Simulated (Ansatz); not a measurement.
# SiH4S (Si(SH)H3): levels of theory compared

Aim: a comparison of 6 runs (CAM-B3LYP/STO-3G, UPBE0/STO-3G, wB97X/STO-3G, BCCD(T)/STO-3G, CCSDT(Q)/STO-3G, CCSD/STO-3G) of SiH4S (Si(SH)H3). 

The calculation is run with Ansatz 0.2.0.

54 further runs of the same task are left out: 54 set aside as unsound or not needed.

### 1 The system as given

SiH4S: 6 atoms, total charge 0, spin state singlet. As SMILES, `[H][Si]([H])([H])S`. The H6–Si1 distance was set to 3.644 Å, away from the relaxed value. At this shape a bond of the SMILES string is far longer than usual.

Bond lengths: Si1–S2 2.147 Å, S2–H3 1.325 Å, Si1–H4 1.452 Å, Si1–H5 1.457 Å. Angles: Si1–S2–H3 97.0°, S2–Si1–H4 103.2°, S2–Si1–H5 107.7°, H4–Si1–H5 113.2°.

### 2 The energy at CAM-B3LYP/STO-3G (run 1)

molecule.yaml reads:

```yaml
crystal:
  periodic: [false, false, false]
  atoms:
    - {symbol: Si, position_ang: [1.254352, 1.801260, 0.066566]}
    - {symbol: S, position_ang: [1.306862, 1.835620, 2.212616]}
    - {symbol: H, position_ang: [-0.003668, 1.875710, 2.406386]}
    - {symbol: H, position_ang: [2.659152, 1.795110, -0.298804]}
    - {symbol: H, position_ang: [0.549912, 2.996400, -0.379014]}
    - {symbol: H, position_ang: [-0.500900, -1.225100, -0.952020]}
basis:
  gaussian: {orbitals: STO-3G}
hamiltonian: {xc: {name: CAM-B3LYP}}
accuracy: high
```

Launch:

```sh
$ ansatz run molecule.yaml --threads 1 --pin off --max-ram 2610MiB --events-out events.jsonl --progress --plain --runs-dir runs
```

Log:

```text
Warning: RAYON_NUM_THREADS=1 ignored (pool sized by the plan → 1); use --threads N
Functional definition: CAM-B3LYP
  name "CAM-B3LYP"
  parameter alpha = 0.19
  parameter beta = 0.46
  parameter omega = 0.33/bohr
  parameter ac = 0.81
  exchange = (1 - alpha - beta)*b88_x + beta*b88_x_sr(omega) + alpha*exact_x + beta*exact_x_lr(omega)
  correlation = (1 - ac)*vwn5_c + ac*lyp_c
383 factors; integrals over basis functions are off by at most 2.1e-8 eV
170 factors; integrals over basis functions are off by at most 1.2e-9 eV
mean field evaluation 1: about -18550.0070 eV, gradient 2.0e1 eV
mean field evaluation 2: about -18545.1103 eV, gradient 2.5e1 eV
mean field evaluation 4: about -18557.7181 eV, gradient 4.4e0 eV
mean field evaluation 8: about -18557.7184 eV, gradient 4.4e0 eV
mean field evaluation 16: about -18557.8217 eV, gradient 2.0e-8 eV
mean field -18557.82173317 eV, -681.9873697506 hartree, gradient 2.0e-8 eV, S^2 0.000000; 0 other end points of the search recorded, 0 dependent functions left out
reference -18557.82174879 eV, -681.9873703245 hartree; 17, 17 occupied and 5, 5 virtual orbitals, 383 factors
Total energy: -18557.82174879 eV, -681.9873703245 hartree
```

It took 1.6 s on 1 thread of Arm Neoverse V1, shared host; peak memory 0.1 GiB.

### 3 The energy at UPBE0/STO-3G (run 2)

molecule.yaml: that of step 2 with these lines changed.

```diff
@@ -11,3 +11,4 @@
   gaussian: {orbitals: STO-3G}
-hamiltonian: {xc: {name: CAM-B3LYP}}
+hamiltonian: {xc: {name: PBE0}}
+magnetization: {spin_polarized: true}
 accuracy: high
```

Launch:

```sh
$ ansatz run molecule.yaml --threads 1 --pin off --max-ram 2610MiB --events-out events.jsonl --progress --plain --runs-dir runs
```

Log:

```text
Warning: RAYON_NUM_THREADS=1 ignored (pool sized by the plan → 1); use --threads N
Functional definition: PBE0
  name "PBE0"
  parameter a = 0.25
  parameter kappa = 0.804
  parameter beta = 0.06672455060314922
  exchange = (1 - a)*pbe_x(kappa = kappa, mu = beta*pi^2/3) + a*exact_x
  correlation = pbe_c(beta = beta)
383 factors; integrals over basis functions are off by at most 2.1e-8 eV
mean field evaluation 1: about -18544.4573 eV, gradient 1.4e1 eV
mean field evaluation 2: about -18538.6618 eV, gradient 1.9e1 eV
mean field evaluation 4: about -18546.1513 eV, gradient 9.4e0 eV
mean field evaluation 8: about -18547.3718 eV, gradient 1.2e1 eV
mean field evaluation 16: about -18553.5574 eV, gradient 5.1e0 eV
mean field evaluation 32: about -18554.8127 eV, gradient 3.4e-1 eV
mean field -18554.79056642 eV, -681.8759764271 hartree, gradient 2.4e-8 eV, S^2 0.995855; 2 other end points of the search recorded, 0 dependent functions left out
reference -18554.79056815 eV, -681.8759764907 hartree; 17, 17 occupied and 5, 5 virtual orbitals, 383 factors
Total energy: -18554.79056815 eV, -681.8759764907 hartree
```

Run time: 4.8 s. Hardware: 1 thread of Arm Neoverse V1, shared host; peak memory 0.14 GiB.

Runs 3 to 5 aren't shown in full; the table further down has their settings and results.

### 4 The energy at CCSD/STO-3G (run 6)

job.yaml reads:

```yaml
crystal:
  periodic: [false, false, false]
  atoms:
    - symbol: Si
      position_ang: [1.254352, 1.801260, 0.066566]
    - symbol: S
      position_ang: [1.306862, 1.835620, 2.212616]
    - symbol: H
      position_ang: [-0.003668, 1.875710, 2.406386]
    - symbol: H
      position_ang: [2.659152, 1.795110, -0.298804]
    - symbol: H
      position_ang: [0.549912, 2.996400, -0.379014]
    - symbol: H
      position_ang: [-0.500900, -1.225100, -0.952020]
basis:
  gaussian:
    orbitals: STO-3G
correlation:
  method: ccsd
  frozen_orbitals: {H: 0, S: 5, Si: 5}
accuracy: high
scf:
  omitted_lower_state_checks: [cluster_reference, increment]
```

Launch:

```sh
$ ansatz run job.yaml --threads 1 --pin off --max-ram 2610MiB --events-out events.jsonl --progress --plain --runs-dir runs
```

Log:

```text
Warning: RAYON_NUM_THREADS=1 ignored (pool sized by the plan → 1); use --threads N
[... 12 lines left out ...]
10 core orbitals not correlated: weight in the atoms' cores, before any rotation towards them, 1.000 or more for the frozen orbitals, at most 0.000 for the correlated occupied ones
[... 32 lines left out ...]
WARN: these amplitudes may be one of several solutions (largest doubles amplitude 0.87, level shift 12.41 eV)
Total energy: -18531.45421886 eV, -681.0183814723 hartree
Checks for a lower state left out: cluster_reference, increment
```

Wall time 0.2 s (1 thread of Arm Neoverse V1, shared host).

### 5 The series

| run | level | frozen core orbitals | energy (Eh) | wall time |
| --- | --- | --- | --- | --- |
| 1 | CAM-B3LYP/STO-3G | – | -681.987370 | 1.6 s |
| 2 | UPBE0/STO-3G | – | -681.875976 | 4.8 s |
| 3 | wB97X/STO-3G | – | -682.004793 | 5.7 s |
| 4 | BCCD(T)/STO-3G | 10 | -681.028474 | 0.24 s |
| 5 | CCSDT(Q)/STO-3G | 10 | -681.026900 | 0.36 s |
| 6 | CCSD/STO-3G | 10 | -681.018381 | 0.2 s |

### 6 Outcome

| quantity | value |
| --- | --- |
| run 6: total energy | -681.01838 Eh |
| run 6: correlation energy (10 core orbitals frozen) | -267.7 mEh |
| run 6: T1 diagnostic | 0.041 |

Totals of different functionals can't be ranked against each other. In run 6 the T1 diagnostic is large, so a single reference may not serve. In runs 4, 5, 6 the log says that unrestricted orbitals would lower the reference, so the values rest on an unstable closed-shell determinant (other closed-shell runs at this shape may share the fault). In runs 1, 2, 3, 4, 5, 6 the basis is minimal, so the values are rough. In runs 1, 3, 6 a closed-shell determinant meets a far-stretched bond, which it describes badly. Spin contamination of the reference: run 2 ⟨S²⟩ = 1.00. Where it is this large, the reference is a mixture of spin states, and values that rest on it are in doubt. All runs together took 13 s, the longest 5.7 s.
